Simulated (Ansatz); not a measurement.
# Al2P: the cost of one run

Program: Ansatz 0.2.0, Gaussian basis. Level of theory: def2-TZVPP, core rule «outside noble gas», up to 15 orbitals frozen. These are calculated values, not measurements.

Plan: UHF; ROHF; CCSD(T) on UHF.

### Step 1. What is computed

The geometry is a PBE0/def2-TZVP stationary point (not a proven minimum) of the parent state, kept for this charge and spin.

3 atoms, charge 1, spin multiplicity 5.

Atoms are counted from 1 here; the program's logs count them from 0.

Bond lengths: Al1–P2 2.259 Å, Al1–Al3 2.665 Å, P2–Al3 2.259 Å. Angles: P2–Al1–Al3 53.9°, Al1–P2–Al3 72.3°, Al1–Al3–P2 53.9°.

### Step 2. UHF

Contents of in.yaml:

```yaml
crystal:
  periodic: [false, false, false]
  atoms:
    - {symbol: Al, position_ang: [0.000000, -0.665301, -1.332700]}
    - {symbol: P, position_ang: [0.000000, 1.159099, 0.000000]}
    - {symbol: Al, position_ang: [0.000000, -0.665301, 1.332700]}
basis:
  gaussian: {orbitals: def2-TZVPP}
total_charge: 1
magnetization: {spin_polarized: true, initial_magnetization: 4}
hamiltonian: {xc: hf}
output: {orbitals: {seedname: orbitals}}
```

On the command line:

```
> ansatz run in.yaml --threads 1 --pin off --events-out ev --progress --plain --max-ram 4096MiB --backend cpu
```

**Question.** How long does this run take on 1 thread of AMD EPYC 7R13, shared host, and how much memory does it need?

About 5.5 s, with a peak of 0.27 GiB.
